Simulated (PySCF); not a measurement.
## Vertical excitation energies

Species: C4H12NP.
Z-matrix (Å and degrees, GFN2-xTB geometry), rows numbered from 1:
```
C 
N   1  1.4530
C   2  1.4531  1  109.35
P   2  1.7542  1  114.34  3  -129.70
C   4  1.8562  2   96.64  1   -67.89
C   4  1.8561  2   96.61  1  -164.92
H   1  1.0924  2  108.29  3   -62.61
H   1  1.0870  2  110.12  3   178.97
H   1  1.0973  2  113.01  3    57.09
H   3  1.0870  2  110.10  1  -178.94
H   3  1.0925  2  108.29  1    62.64
H   3  1.0974  2  113.03  1   -57.06
H   5  1.0885  4  108.17  2  -155.35
H   5  1.0887  4  110.01  2   -35.25
H   5  1.0883  4  110.89  2    86.63
H   6  1.0888  4  109.91  2    35.25
H   6  1.0884  4  110.86  2   -86.60
H   6  1.0886  4  108.17  2   155.35
```

Computed with PySCF 2.14.0, density-fitted response routines, TDDFT CAM-B3LYP/def2-SVPD, vertical, gas phase, core orbitals frozen in the response.

Q: Predict the UV-vis stick spectrum at this level.

A: 

| state | λ (nm) | E (eV) | f | symmetry | main configurations (H = HOMO, L = LUMO) |
| --- | --- | --- | --- | --- | --- |
| S1 | 223.4 | 5.55 | 0.115 | A′ | H→L+2 (68%), H→L+3 (27%) |
| S2 | 216.2 | 5.74 | 0.066 | A″ | H→L+1 (88%), H→L+7 (9%) |
| S3 | 214.7 | 5.78 | 0.019 | A′ | H→L (93%) |
| S4 | 192.3 | 6.45 | 0.022 | A′ | H→L+3 (65%), H→L+2 (28%) |
| S5 | 178.6 | 6.94 | 0.0018 | – | H→L+4 (64%), H→L+7 (26%) |
| S6 | 177.1 | 7.00 | 0.181 | A′ | H→L+5 (92%) |
| S7 | 173.8 | 7.13 | 0.049 | A′ | H→L+6 (82%), H→L+8 (11%) |
| S8 | 167.8 | 7.39 | 0.0049 | A″ | H→L+7 (58%), H→L+4 (28%) |

Triplets, Tamm–Dancoff:

```
state  E (eV)  λ (nm)  main configurations (H = HOMO, L = LUMO)
   T1    4.54   273.2                  H→L+2 (46%), H→L+3 (42%)
   T2    5.01   247.3                  H→L+1 (62%), H→L+7 (21%)
   T3    5.60   221.3                                 H→L (87%)
```

The lowest singlet lies at 5.55 eV (223 nm, ultraviolet) and is of moderate strength; its leading configuration is HOMO→LUMO+2 (68%). The strongest level in the table is S6 at 7.00 eV (177 nm, f = 0.181). Löwdin shares by element: HOMO nitrogen 37%, phosphorus 35%, carbon 12% or more (atoms not listed hold the other 17%); LUMO carbon 44% (atoms not listed hold the other 56%). Orbital energies (eV): HOMO-3 -10.92, HOMO-2 -10.56, HOMO-1 -9.15, HOMO -6.92, LUMO 1.45, LUMO+1 1.67, LUMO+2 1.70. The listed states span 1.84 eV, and the widest gap between neighbours is 0.67 eV (S3 to S4). Weighted by f, the mean energy of these states is 6.39 eV. Symmetry labels in Cs follow from the direction of the transition dipole and are given only for states with f of 0.002 or more. Singlets were solved by full linear response, triplets in the Tamm–Dancoff approximation.

One conformer stands for the species.
